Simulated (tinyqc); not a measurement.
Pariser-Parr-Pople SCF with singles CI, for the molecule C=CC=C (SMILES; centres numbered as the heavy atoms are written), step by step. One step of it, computed by the program tinyqc.

Question. Iteration 2: Fock matrix. F_rr = H_rr + P_rr gamma_rr / 2 + sum_(s != r) P_ss gamma_rs; F_rs = H_rs - P_rs gamma_rs / 2; E = tr P (H + F) / 2 + core repulsion sum_(r<s) z_r z_s gamma_rs.

P after iteration 1, lower triangle:
```
           1C         2C        3C        4C
1C   0.662690
2C   0.855078   1.337310
3C  -0.108793   0.289517  1.337310
4C  -0.289517  -0.108793  0.855078  0.662690
```

core matrix H (eV), lower triangle:
```
            1C          2C          3C          4C
1C  -29.038445
2C   -2.580000  -33.298031
3C    0.000000   -2.580000  -33.298031
4C    0.000000    0.000000   -2.580000  -29.038445
```

repulsion gamma_rs (eV), lower triangle:
```
           1C         2C         3C         4C
1C  12.620000
2C   7.970647  12.620000
3C   5.373149   7.974236  12.620000
4C   3.714649   5.373149   7.970647  12.620000
```

Centres (angstrom, eV; a flat drawing with bonds scaled to 1.40 angstrom):
```
centre          x          y  core charge z          W   gamma_rr
1C      -1.848000  -0.127000              1  11.980000  12.620000
2C      -0.559000   0.421000              1  11.980000  12.620000
3C       0.559000  -0.421000              1  11.980000  12.620000
4C       1.848000   0.127000              1  11.980000  12.620000
```

Give: F; pi energy.

Answer.

F (eV), lower triangle:
```
         1C       2C       3C       4C
1C  -4.5504
2C  -5.9878  -5.3528
3C   0.2923  -3.7343  -5.3528
4C   0.5377   0.2923  -5.9878  -4.5504
```

pi energy = -52.2703 eV
